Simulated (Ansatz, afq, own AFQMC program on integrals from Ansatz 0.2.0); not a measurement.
ZrS⁺, doublet in def2-SVP, levels against CCSDT(Q)

```yaml
atoms:
  - { symbol: Zr, position_ang: [0.0000, 0.0000, 0.0000] }
  - { symbol: S, position_ang: [0.0000, 0.0000, 2.1829] }
```

Basis def2-SVP with its core potentials. Only valence electrons are correlated. Ansatz 0.2.0 and our own AFQMC program on the same integrals; the CISD trial comes from CCSD amplitudes, and released means the phaseless constraint is let go. Free projection: walkers drawn from exp(T), propagated without any constraint. Its projection time is finite, and what remains of the start isn't in its error. ± is one standard error of the sampling. No spin–orbit coupling. The metal's outer-core s and p shells are frozen, which shifts wave-function levels against functionals.

Determinant: ROHF, the one that the program's search chose, which needn't be the lowest solution. The geometry is a PBE0/def2-TZVP stationary point of this or a neighbouring charge and spin state.

No full CI on the walks' own integrals is used here; CCSDT(Q) serves as the reference and is uncertain by about the last step of the cluster series.

Cautions: no spin-orbit coupling; outer-core shells of the metal frozen; a spin-contaminated unrestricted determinant lies lower (UHF 121 meV lower, ⟨S²⟩ 0.92); raised T1 diagnostic (T1 0.045, weight of the determinant 0.86, largest double 0.06); (T) is large, 8 % of the CCSD correlation; the released energies have errors that jump between times, so the bars are unsure, so no released level is given (meV from the phaseless value at times in 1/Eh: -4 ± 16 at 0.60, -97 ± 64 at 1.20, -45 ± 5 at 2.00, -40 ± 7 at 3.00, -54 ± 9 at 4.20); the ph-AFQMC/CISD walk drifts between its halves (2.2 errors); CCSDT(Q) on the UHF determinant differs (95 meV lower), by its state or its frozen core.

* T1 diagnostic: 0.0451
* weight of the determinant in the CISD state: 0.857
* size of the correlated space: 9 electrons in 40 orbitals

Reference: CCSDT(Q), correlation energy -5.941 eV.

```csv
level,E − E(reference) (meV),share of correlation (%)
HF,5940.6,0.00
MP2,551.8,90.71
CCSD,453.3,92.37
CCSD(T),-1.5,100.02
CCSDT,-18.5,100.31
ph-AFQMC/HF,-30.6 ± 23.9,100.51
ph-AFQMC/CISD,21.8 ± 3.9,99.63
free AFQMC,-9.9 ± 9.3,100.17
```

Free projections are given only where their last times agree within the noise and don't stop above the reference; a slow remainder of the start can still hide under it. A walk keeps the symmetry of its determinant, which the program's search chose and which needn't be the lowest solution, so a lower state of the same spin and another symmetry isn't excluded.
